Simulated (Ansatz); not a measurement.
Basis-set extrapolation for H6Si3 (`[SiH2]1[SiH2][SiH2]1`) (PBE0-D4/def2-TZVP geometry, frozen core, Ansatz). Multiplicity 1, RHF reference.

|  | def2-TZVPP | def2-QZVPP |
| --- | --- | --- |
| HF | -870.265086 | -870.291187 |
| MP2 correlation | -0.370427 | -0.397714 |
| CCSD(T) correlation | -0.446970 | not run |

Energies in hartree. Use E(X) = E(∞) + A·exp(−7.88·√X) for Hartree–Fock and E(X) = E(∞) + B·X^(−2.97) for correlation, with X = 3 and 4, and add CCSD(T) minus MP2 of the smaller set to the MP2 limit.

Task: What is the CCSD(T) energy at the basis-set limit?

Result: HF limit: -870.291187 + (-0.026101) × 0.13774 = -870.29478. MP2 limit: -0.397714 + (-0.027287) × 0.74074 = -0.41793. Higher-order term: -0.446970 − (-0.370427) = -0.07654. Total: -870.78925 hartree, 202.7 kJ/mol below CCSD(T)/def2-TZVPP.
